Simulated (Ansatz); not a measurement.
# BSiNH (doublet): from Hartree-Fock to the top rungs, def2-TZVPP

The task here is to estimate one member of a computed series from the others.

Program: Ansatz 0.2.0, Gaussian basis. Level of theory: def2-TZVPP, core rule «outside noble gas», up to 7 orbitals frozen. These are calculated values, not measurements.

The runs, in order: UHF; ROHF; CCSD(T) on UHF.

2 further runs of the same task are left out: 2 set aside as unsound or not needed.

## The geometry

The geometry is a PBE0/def2-TZVP stationary point (not a proven minimum).

4 atoms, charge 0, spin multiplicity 2.

Atoms are counted from 1 here; the program's logs count them from 0.

Bond lengths: B1–N2 1.375 Å, B1–Si3 1.996 Å, N2–Si3 1.766 Å, N2–H4 1.011 Å. Angles: N2–B1–Si3 59.8°, B1–N2–Si3 77.8°, B1–N2–H4 141.7°, Si3–N2–H4 140.4°, B1–Si3–N2 42.3°.

Set-up of the first run:

The input, in.yaml:

```yaml
crystal:
  periodic: [false, false, false]
  atoms:
    - {symbol: B, position_ang: [0.000000, -0.897712, 0.910090]}
    - {symbol: N, position_ang: [0.000000, 0.476424, 0.875935]}
    - {symbol: Si, position_ang: [0.000000, 0.061811, -0.840355]}
    - {symbol: H, position_ang: [0.000000, 1.285841, 1.482090]}
basis:
  gaussian: {orbitals: def2-TZVPP}
magnetization: {spin_polarized: true, initial_magnetization: 1}
hamiltonian: {xc: hf}
output: {orbitals: {seedname: orbitals}}
```

The run is started by

```sh
$ ansatz run in.yaml --threads 1 --pin off --events-out ev --progress --plain --max-ram 4096MiB --backend cpu
```

Steps of the session up to this table: UHF; ROHF; CCSD(T) on UHF.

One of the session's tables, all rows but one given; the rest of the session is left out.

It belongs to the step «Misses and costs». 

| method | from UCCSD(T) (meV) |
| --- | --- |
| ROHF | +11311.7 |
| UHF | +11197.1 |
| UMP2 | +1205.0 |
| UCCSD | ? |
| UCCSD(T) | 0 |

Q: Estimate the row for UCCSD from the others.

As computed: from UCCSD(T) (meV): +570.1. In the column «from UCCSD(T) (meV)» it lies between UCCSD(T) (0) and UMP2 (+1205.0).

With the free atoms at the same levels and basis (separate runs), the atomisation energy is 12.950 eV at UCCSD(T), 8.915 eV at ROHF.
